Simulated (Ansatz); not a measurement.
`[SiH3]OP`, relaxed with RKS PBE0-D4/def2-TZVP in Ansatz from a PBE-D4/def2-SVP geometry. The force threshold is 0.005 eV/Å; the program also tests the step.

Total charge 0; spin multiplicity 1.

Start:

```xyz
8

Si    1.157   -0.624   -0.102
O    -0.009    0.598   -0.083
P    -1.682    0.370   -0.028
H     1.415   -1.147    1.288
H     2.411   -0.003   -0.642
H     0.721   -1.771   -0.978
H    -2.056    1.588   -0.713
H    -1.955    0.988    1.258
```

(1) By how much does the energy fall, and how many steps does the optimiser take? (Estimate.)

(2) Which bonds change most? (An estimate is asked.)

(3) Give the relaxed structure. (Estimate.)

## Answers

(1) Ansatz gave: 1.67 kcal/mol, in 6 steps.

(2) The calculation gave: O2–P3 from 1.689 to 1.645 Å; Si1–O2 from 1.689 to 1.650 Å; P3–H8 from 1.452 to 1.426 Å; P3–H7 from 1.447 to 1.424 Å.

(3) Computed: 
```xyz
8

Si    1.139   -0.619   -0.100
O    -0.026    0.548   -0.037
P    -1.660    0.367    0.007
H     1.404   -1.160    1.258
H     2.361    0.031   -0.627
H     0.712   -1.727   -0.993
H    -2.007    1.524   -0.747
H    -1.923    1.035    1.239
```
